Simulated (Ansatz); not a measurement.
A nudged elastic band was laid between two geometries of C₅H₇F (13 atoms, charge 0, multiplicity 1).

These are results of RKS BHLYP/6-31G* in Ansatz 0.2.0, not measurements.

```
movable images  : 7
climbing image  : yes
spring          : 5.0 eV/Å²
optimiser       : quadratic models (default)
start path      : through a guess of the saddle point
force threshold : 0.05 eV/Å
iteration limit : 60
end points      : relaxed
```

First end point:

```xyz
13
Properties=species:S:1:pos:R:3
C -0.457 -2.261 0.715
C -0.203 -1.050 0.323
C 0.054 0.166 -0.061
C 0.756 0.491 -1.351
C -0.338 1.332 0.797
F -1.081 2.229 0.057
H 0.239 -2.813 1.330
H -1.372 -2.762 0.439
H 1.683 1.032 -1.160
H 0.991 -0.408 -1.909
H 0.128 1.132 -1.965
H -0.925 1.015 1.652
H 0.546 1.862 1.147
```

Last end point:

```xyz
13
Properties=species:S:1:pos:R:3
C -0.601 -2.227 0.636
C -0.273 -1.021 0.289
C 0.065 0.182 -0.072
C 0.914 0.469 -1.280
C -0.378 1.385 0.709
F -1.143 1.038 1.788
H 0.011 -2.807 1.310
H -1.505 -2.692 0.272
H 1.826 0.995 -1.000
H 1.193 -0.448 -1.786
H 0.381 1.101 -1.989
H 0.489 1.940 1.067
H -0.961 2.051 0.073
```

(1) What changes between the two ends?

(2) Give the energies along the band, and the barrier.

(3) What is the geometry of the highest image?

(4) What are the harmonic wavenumbers there?

The band took 17 iterations and about 11 core-minutes.

Results:

(1) No bond is made or broken. The dihedral C2–C3–C5–F6 goes from -127 to 0°.

(2) It converged. The highest image is number 4 of 0 to 8, 13.9 kJ/mol above the first end and 8.6 kJ/mol above the last; the last end lies 5.3 kJ/mol above the first. A vibrational analysis at the climbing image gives one clearly imaginary mode, 93i cm⁻¹: a first-order saddle point.

```csv
image,path coordinate (Å),energy (kJ/mol),dihedral C2–C3–C5–F6 (°)
0,0.00,0.0,-127
1,0.55,2.1,-109
2,1.09,7.1,-91
3,1.64,11.9,-74
4,2.19,13.9,-57
5,2.64,12.6,-43
6,3.10,9.4,-29
7,3.56,6.4,-15
8,4.02,5.3,0
```

(3) 
```xyz
13
Properties=species:S:1:pos:R:3
C -0.590 -2.218 0.642
C -0.240 -1.018 0.295
C 0.101 0.186 -0.061
C 0.905 0.464 -1.303
C -0.342 1.368 0.767
F -1.712 1.409 0.887
H 0.034 -2.827 1.278
H -1.523 -2.651 0.312
H 1.827 0.991 -1.061
H 1.166 -0.454 -1.817
H 0.343 1.096 -1.990
H 0.072 1.325 1.770
H -0.019 2.293 0.297
```

(4) 93i, 154, 191, 235, 329, 387, 555, 637, 669, 802, 935, 1024, 1056, 1074, 1118, 1140, 1263, 1332, 1390, 1490, 1497, 1555, 1565, 1583, 1600, 2160, 3130, 3162, 3183, 3209, 3242, 3245, 3319 cm⁻¹.

Run time: 5.4 min on 2 threads of Arm Neoverse V2 (shared host), peak memory 0.23 GiB.
